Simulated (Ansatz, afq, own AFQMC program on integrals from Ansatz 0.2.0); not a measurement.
## Where AFQMC and coupled cluster stand for NH$_{4}$⁺, singlet

```yaml
atoms:
  - { symbol: N, position_ang: [-0.0069, 0.0069, -0.0070] }
  - { symbol: H, position_ang: [0.5834, 0.5992, 0.5833] }
  - { symbol: H, position_ang: [-0.5998, -0.5813, 0.5847] }
  - { symbol: H, position_ang: [-0.4724, 0.4729, -0.4767] }
  - { symbol: H, position_ang: [0.5847, -0.5867, -0.5946] }
```

Basis 6-31G. Only valence electrons are correlated. AFQMC by an in-house program on the Cholesky factors that Ansatz 0.2.0 writes for its CCSD(T) run. ph-AFQMC/CISD is guided by a CISD state made of CCSD amplitudes; releasing the constraint for a short imaginary time cuts its bias at the price of noise, slowly where states lie close. Uncertainties: one standard error, sampling alone.

Determinant: RHF, the one that the program's search chose, which needn't be the lowest solution. The geometry is a point of a scan.

Full CI on the same integrals is exact in this basis and with this determinant's frozen core.

* T1 diagnostic: 0.0057
* weight of the determinant in the CISD state: 0.956
* size of the correlated space: 8 electrons in 16 orbitals

Reference: full CI, correlation energy -3.455 eV. The released energy is read at 2.40 1/Eh (meV from the phaseless value at times in 1/Eh: -1.2 ± 1.2 at 0.24, 0.2 ± 0.8 at 0.51, 0.4 ± 0.8 at 0.99, 0.1 ± 0.9 at 1.62, 0.4 ± 1.3 at 2.40).

| level | E − E(reference) (mEh) | share of correlation (%) |
| --- | --- | --- |
| HF | 126.98 | 0.00 |
| MP2 | 16.25 | 87.20 |
| CCSD | 1.47 | 98.84 |
| CCSD(T) | 0.33 | 99.74 |
| CCSDT | 0.21 | 99.83 |
| CCSDT(Q) | 0.00 | 100.00 |
| CCSDTQ | 0.01 | 99.99 |
| ph-AFQMC/CISD | -0.04 ± 0.05 | 100.03 |
| released AFQMC | -0.02 ± 0.05 | 100.01 |

CCSDT and higher add their correlation energy to the determinant of the CCSD(T) run, since their own runs factorise the integrals more tightly (a shift of under 2 meV). A walk keeps the symmetry of its determinant, which the program's search chose and which needn't be the lowest solution, so a lower state of the same spin and another symmetry isn't excluded. Released energies are given only where the last usable release times agree within the noise; a slower fall can still hide under it.
